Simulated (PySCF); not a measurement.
**AlH (SMILES [AlH]) at PBE/def2-TZVPPD**

What is the energy change on altering one bond length of AlH at PBE/def2-TZVPPD? 

The calculation is run with PySCF 2.14.0.

3 further runs of the same task are left out: 3 set aside as unsound or not needed.

**1. The system as given**

AlH: 2 atoms, total charge 0, spin state singlet. SMILES: `[AlH]`. Geometry: relaxed at PBE0-D4/def2-TZVP.

Bond lengths: Al1–H2 1.665 Å.

**2. The energy at PBE/def2-TZVPPD**

job.py

```python
from pyscf import gto, dft

system = gto.M(
    atom=[
    ('Al', (-0.000000, 0.000000, -0.025640)),
    ('H', (0.000000, -0.000000, 1.639110)),
],
    max_memory=1860,
    basis='def2-tzvppd',
    spin=0,
    verbose=3,
)

mf = dft.RKS(system)
mf.xc = 'pbe'
mf.conv_tol = 1e-10
mf.grids.level = 5
mf.kernel()
if not mf.converged:
    mf = mf.newton().run(mf.mo_coeff, mf.mo_occ)

e_final = mf.e_tot
print('E(%s) = %.9f' % ('PBE', e_final))
```

Command:

```bash
OMP_NUM_THREADS=1 python job.py
```

The program printed:

```text
converged SCF energy = -242.83797349534
E(PBE) = -242.837973495
```

Run time: 2.1 s. Hardware: 1 thread of Arm Neoverse V2, shared host; peak memory 0.29 GiB.

**3. The distorted shape, same level**

input.py

```python
from pyscf import gto, dft

molecule = gto.M(
    atom='Al -0.000000 0.000000 -0.857990; H 0.000000 -0.000000 1.639110',
    max_memory=1860,
    basis='def2-tzvppd',
    verbose=4,
)

myscf = dft.RKS(molecule, xc='pbe')
myscf.grids.level = 5
myscf.conv_tol = 1e-10
myscf.kernel()
if not myscf.converged:
    myscf = myscf.newton().run(myscf.mo_coeff, myscf.mo_occ)

e_final = myscf.e_tot
print('E = %.10f Eh' % e_final)
```

Command:

```bash
OMP_NUM_THREADS=1 python input.py
```

The program printed:

```text
PySCF version 2.14.0

[INPUT] num. atoms = 2
[INPUT] num. electrons = 14
[INPUT] charge = 0
[INPUT] spin (= nelec alpha-beta = 2S) = 0
[INPUT] symmetry False subgroup None
[INPUT] Mole.unit = angstrom
[INPUT] Symbol           X                Y                Z      unit          X                Y                Z       unit  Magmom
[INPUT]  1 Al     0.000000000000   0.000000000000  -0.857990000000 AA    0.000000000000   0.000000000000  -1.621366117616 Bohr   0.0
[INPUT]  2 H      0.000000000000   0.000000000000   1.639110000000 AA    0.000000000000   0.000000000000   3.097468988036 Bohr   0.0

nuclear repulsion = 2.75491720073685
number of shells = 23
number of NR pGTOs = 88
number of NR cGTOs = 65
basis = def2-tzvppd
ecp = {}

******** <class 'pyscf.dft.rks.RKS'> ********
method = RKS
initial guess = minao
damping factor = 0
level_shift factor = 0
DIIS = <class 'pyscf.scf.diis.CDIIS'>
diis_start_cycle = 1
diis_space = 8
diis_damp = 0
SCF conv_tol = 1e-10
SCF conv_tol_grad = None
SCF max_cycles = 50
direct_scf = True
direct_scf_tol = 1e-13
XC library pyscf.dft.libxc version 7.0.0
    S. Lehtola, C. Steigemann, M. J.T. Oliveira, and M. A.L. Marques.,  SoftwareX 7, 1–5 (2018)
XC functionals = pbe
    J. P. Perdew, K. Burke, and M. Ernzerhof.,  Phys. Rev. Lett. 77, 3865 (1996)
    J. P. Perdew, K. Burke, and M. Ernzerhof.,  Phys. Rev. Lett. 78, 1396 (1997)
    J. P. Perdew, K. Burke, and M. Ernzerhof.,  Phys. Rev. Lett. 77, 3865 (1996)
    J. P. Perdew, K. Burke, and M. Ernzerhof.,  Phys. Rev. Lett. 78, 1396 (1997)
radial grids:
    Treutler-Ahlrichs [JCP 102, 346 (1995); DOI:10.1063/1.469408] (M4) radial grids

becke partition: Becke, JCP 88, 2547 (1988); DOI:10.1063/1.454033
pruning grids: <function nwchem_prune>
grids dens level: 5
symmetrized grids: False
atomic radii adjust function: <function treutler_atomic_radii_adjust>
small_rho_cutoff = 0
Set gradient conv threshold to 1e-05
Initial guess from minao.
tot grids = 66592
init E= -242.665471907817
  HOMO = -0.203204138925416  LUMO = -0.0870680410037662  gap/eV = 3.16022
cycle= 1 E= -242.750811760733  delta_E= -0.0853  |g|= 0.26  |ddm|= 0.694

WARN: HOMO -0.145585148823614 == LUMO -0.144863623449817

cycle= 2 E= -242.548066176203  delta_E= 0.203  |g|= 0.48  |ddm|= 1.24
  HOMO = -0.175351800116278  LUMO = -0.104064788371792  gap/eV = 1.93982
cycle= 3 E= -242.790714504428  delta_E= -0.243  |g|= 0.0577  |ddm|= 0.978
  HOMO = -0.171114385140033  LUMO = -0.109954286387767  gap/eV = 1.66425
cycle= 4 E= -242.793378164201  delta_E= -0.00266  |g|= 0.0242  |ddm|= 0.14
  HOMO = -0.173937619469759  LUMO = -0.110767671773124  gap/eV = 1.71894
cycle= 5 E= -242.7935838887  delta_E= -0.000206  |g|= 0.00156  |ddm|= 0.0309
  HOMO = -0.173324303243966  LUMO = -0.110391957681688  gap/eV = 1.71248
cycle= 6 E= -242.793583652907  delta_E= 2.36e-07  |g|= 0.00132  |ddm|= 0.00385
  HOMO = -0.173509064299546  LUMO = -0.110365003067511  gap/eV = 1.71824
cycle= 7 E= -242.79358482784  delta_E= -1.17e-06  |g|= 8.77e-05  |ddm|= 0.00188
  HOMO = -0.173543061549861  LUMO = -0.110385955758652  gap/eV = 1.71859
cycle= 8 E= -242.793584832271  delta_E= -4.43e-09  |g|= 2.73e-05  |ddm|= 0.000211
  HOMO = -0.173539272269489  LUMO = -0.110380022764967  gap/eV = 1.71865
cycle= 9 E= -242.793584832773  delta_E= -5.02e-10  |g|= 6.51e-06  |ddm|= 4.72e-05
  HOMO = -0.173540176796806  LUMO = -0.110379760071769  gap/eV = 1.71868
cycle= 10 E= -242.793584832808  delta_E= -3.53e-11  |g|= 2.12e-07  |ddm|= 1.1e-05
  HOMO = -0.173540213109588  LUMO = -0.110379700213346  gap/eV = 1.71869
Extra cycle  E= -242.793584832809  delta_E= -7.11e-13  |g|= 4.22e-07  |ddm|= 1.05e-06
converged SCF energy = -242.793584832809
E = -242.7935848328 Eh
```

Wall time 2.5 s (1 thread of Arm Neoverse V2, shared host); peak memory 0.3 GiB.

**4. Summary of results**

At PBE/def2-TZVPPD:

| quantity | value |
| --- | --- |
| first shape: total energy | -242.83797 Eh |
| first shape: dipole moment | 0.16 D |
| first shape: HOMO energy | -4.91 eV |
| first shape: LUMO energy | -2.55 eV |
| first shape: HOMO–LUMO gap | 2.36 eV |
| distorted shape: total energy | -242.79358 Eh |
| distorted shape: dipole moment | 3.32 D |
| distorted shape: HOMO energy | -4.72 eV |
| distorted shape: LUMO energy | -3.00 eV |
| distorted shape: HOMO–LUMO gap | 1.72 eV |
| energy change with the Al1–H2 bond stretched from 1.665 to 2.497 Å | 1.208 eV |

What this shows: One bond (distorted shape) is far stretched, which a spin-restricted single reference describes badly; a broken-symmetry solution may lie lower. With the Al1–H2 bond stretched from 1.665 to 2.497 Å the energy rises by 1.21 eV (28 kcal/mol). The first shape isn't relaxed at this level, so the change isn't measured from a minimum. A restricted reference can't describe the breaking bond well at this length.
